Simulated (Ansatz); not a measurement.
Process, species as SMILES: CO (CH4O) → CO (CH4O) as doublet, charge +1 + e-

Property: adiabatic ionisation energy (0 K, with zero-point energies), in eV. Terms: LANL2DZ all-electron up to Ne; 6-311+G** with 5d; 6-31G* and kin with 6d, 5d where marked; valence correlation only; no spin-orbit coupling; non-relativistic; open shells spin-unrestricted. Basis-set limits of correlation are two-point, X^-3; Hartree-Fock from the larger set. The bracket is a focal-point correction in the basis named. First-principles rows: single points at B3LYP-D3(BJ) geometries (Ansatz, a quantum-chemistry and plane-wave program), with unscaled harmonic terms from B3LYP/6-31G* at its own minima.

Measured values: CCCBDB table in ASE; they hold spin-orbit and core effects. 

Value to compare with, the measured value: 10.84 eV.

| level | program | adiabatic ionisation energy (0 K, with zero-point energies) (eV) | error |
|---|---|---|---|
| HF/STO-3G | Ansatz | 7.46 | -3.38 |
| HF/3-21G | Ansatz | 9.47 | -1.37 |
| HF/LANL2DZ | Ansatz | 9.79 | -1.05 |
| HF/6-31G* | Ansatz | 9.64 | -1.20 |
| HF/6-311+G** | Ansatz | 9.74 | -1.10 |
| RI-MP2/CBS(aug-cc-pVTZ,aug-cc-pVQZ)+[CCSD(T)-MP2]/aug-cc-pVTZ | Ansatz | 10.92 | 0.08 |

Among the 5 habitual levels, HF/STO-3G lies farthest from the measured value (-3.38 eV) and HF/LANL2DZ nearest (-1.05); 0 of 5 lie above it, and their mean absolute error is 1.62 eV, the median 1.20. One case shows no general order.

The sets are all those run for this method; runs whose electronic state is in doubt are left out.
